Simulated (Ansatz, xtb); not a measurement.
# Isomers of C2H6B+ in order of energy

5 gas-phase structures of C2H6B+, found in a search over its isomers (lower ones may exist). Each was relaxed with GFN2-xTB:

A. `B[CH+]C`, a singlet
B. `C[B+]C`, a singlet
C. a singlet given by its coordinates
D. a singlet given by its coordinates
E. `[BH+]CC`, a singlet

C (Å):

```
atom    x (Å)    y (Å)    z (Å)
   C   1.4100  -0.9037  -0.2890
   C   0.1800  -0.8430   0.7867
   B  -0.0168   0.0986  -0.2963
   H  -0.3528  -1.7865   0.8618
   H   1.2011  -1.3326  -1.2772
   H  -0.3644   0.8933  -1.0508
   H   2.0851  -0.0400  -0.3426
   H   0.5111  -0.5496   1.7798
   H   2.0136  -1.6719   0.2069
```

Close contacts (Å): C1–C2 1.64, C1–B3 1.74, C2–B3 1.45, C1–H5 1.10, C1–H7 1.10, C1–H9 1.10, C2–H4 1.09, C2–H8 1.09, B3–H6 1.15.

D (Å):

```xyz
9

C     0.6345    0.1424    1.8303
C     0.3539    0.8319    0.6429
B    -0.9014    0.8999    1.8051
H    -1.2729    0.5834    2.8697
H    -1.6677    1.5529    1.2060
H     1.2768    0.5727    2.5904
H     0.5481   -0.9380    1.8847
H     0.0443    0.3031   -0.2518
H     0.7725    1.8138    0.4525
```

Close contacts (Å): C1–C2 1.40, C1–B3 1.71, C2–B3 1.71, C1–H6 1.08, C1–H7 1.09, C2–H8 1.08, C2–H9 1.08, B3–H4 1.17, B3–H5 1.17.

Q: Estimate their order in r2SCAN-D4/def2-SVP energy at these geometries, lowest first.

A: Calculated order at r2SCAN-D4/def2-SVP: B (0.000), E (1.653), C (1.653), D (1.959), A (2.168) eV. Less than 1 kcal/mol parts E and C, so the order within that pair means little.

Energies above the lowest of each column, in eV; the last columns are at PBE-D3(BJ)/def2-SVP geometries and were run for some of them only (a dash: not run or not comparable):

```json
{"structure": "B", "GFN2-xTB": "0.000", "HF/STO-3G": "0.000", "r2SCAN-D4/def2-SVP": "0.000", "PBE-D3(BJ)/def2-SVP": "0.000", "CCSD(T)/def2-TZVP": "0.000"}
{"structure": "E", "GFN2-xTB": "1.100", "HF/STO-3G": "1.470", "r2SCAN-D4/def2-SVP": "1.653", "PBE-D3(BJ)/def2-SVP": "1.574", "CCSD(T)/def2-TZVP": "1.415"}
{"structure": "C", "GFN2-xTB": "0.930", "HF/STO-3G": "2.146", "r2SCAN-D4/def2-SVP": "1.653", "PBE-D3(BJ)/def2-SVP": "1.553", "CCSD(T)/def2-TZVP": "1.513"}
{"structure": "D", "GFN2-xTB": "0.945", "HF/STO-3G": "2.438", "r2SCAN-D4/def2-SVP": "1.959", "PBE-D3(BJ)/def2-SVP": "–", "CCSD(T)/def2-TZVP": "–"}
{"structure": "A", "GFN2-xTB": "0.965", "HF/STO-3G": "1.918", "r2SCAN-D4/def2-SVP": "2.168", "PBE-D3(BJ)/def2-SVP": "–", "CCSD(T)/def2-TZVP": "–"}
```

Every level run on B puts it lowest or level with the lowest. Flexible structures stand in one conformer each, not always the lowest. Frequencies (PBE-D3(BJ)/def2-SVP) were run for B, C, E alone.

Over these structures GFN2-xTB departs from r2SCAN-D4/def2-SVP by 0.338 eV on average once a common shift is removed. A GFN2-xTB relaxation took about 0.058 s and the r2SCAN-D4/def2-SVP energy about 1.2 s on a shared host (Ansatz 0.2.0, xtb 6.7.1).
